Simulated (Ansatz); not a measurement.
## SiNH5 (SMILES [SiH3]N): methods side by side

SiNH5: 7 atoms, total charge 0, spin state singlet. As SMILES, `[SiH3]N`. Geometry: optimised at PBE0/def2-SVP.

Each level gives the adiabatic ionisation energy (to the doublet cation, shapes relaxed at PBE0/def2-SVP, no zero-point term) (eV). The values are calculated.

| level | kind | program | value (eV) | less CCSD(T)/def2-TZVPP | CPU time (all runs) |
| --- | --- | --- | --- | --- | --- |
| HF/def2-TZVPP | Hartree–Fock | Ansatz | 8.12 | -1.35 | 1.5 s |
| r2SCAN/def2-TZVPP | meta-GGA | Ansatz | 9.29 | -0.18 | 3.7 s |
| B3LYP/def2-TZVPP | global hybrid | Ansatz | 9.44 | -0.03 | 2.8 s |
| PBE0-D4/def2-TZVPP | global hybrid | Ansatz | 9.39 | -0.08 | 2.5 s |
| wB97M-V/def2-TZVPP | range-separated hybrid | Ansatz | 9.51 | +0.04 | 7.9 s |
| B2PLYP/def2-TZVPP | double hybrid | Ansatz | 9.45 | -0.02 | 4.6 s |
| RPA@PBE/def2-TZVPP | RPA | Ansatz | 9.72 | +0.25 | 4 s |
| CCSD(T)/def2-TZVPP | coupled cluster or CI | Ansatz | 9.47 | 0.00 | 25 s |

CCSD(T)/def2-TZVPP is the highest level here, not the true value. The values span 8.12 to 9.72 eV. Times are those of the runs behind each value, whatever else they computed, on shared processors of several kinds: orders of magnitude only.
